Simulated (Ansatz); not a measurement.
# A ladder of methods for SiH (SMILES [SiH])

The species is SiH (2 atoms), meant as a doublet with charge 0. SMILES: `[SiH]`. The shape is that of a PBE0-D4/def2-TZVP optimisation.

```xyz
2

Si    0.0000    0.0000   -0.0076
H     0.0000    0.0000    1.5241
```

Each level gives the energy change with the Si1–H2 bond stretched from 1.532 to 2.298 Å (eV). The values are calculated.

```csv
level,kind,program,value (eV),CPU time (all runs)
UHF/6-311G**,Hartree–Fock,Ansatz,1.69,0.46 s
UPBE/6-311G**,GGA,Ansatz,1.48,4.5 s
U-r2SCAN0/6-311G**,hybrid meta-GGA,Ansatz,1.72,6.2 s
UBHLYP/6-311G**,global hybrid,Ansatz,1.79,2.4 s
U-wB97X/6-311G**,range-separated hybrid,Ansatz,1.80,9.7 s
UB2PLYP/6-311G**,double hybrid,Ansatz,1.73,2.7 s
UMP2/6-311G**,perturbation theory,Ansatz,1.97,0.62 s
UBCCD(T)/6-311G**,coupled cluster or CI,Ansatz,1.61,1.5 s
FCI/3-21G,exact in the basis,Ansatz,1.15,0.89 s
```

The first shape isn't each level's own minimum. The values span 1.15 to 1.97 eV. Spin contamination of the reference (⟨S²⟩ at least 0.1 too high) touches UHF/6-311G**, U-r2SCAN0/6-311G**, UB2PLYP/6-311G**, UMP2/6-311G**, UBCCD(T)/6-311G**. High-level rows in very small sets aren't better than simpler rows in larger ones. Times are those of the runs behind each value, whatever else they computed, on shared processors of several kinds: orders of magnitude only.
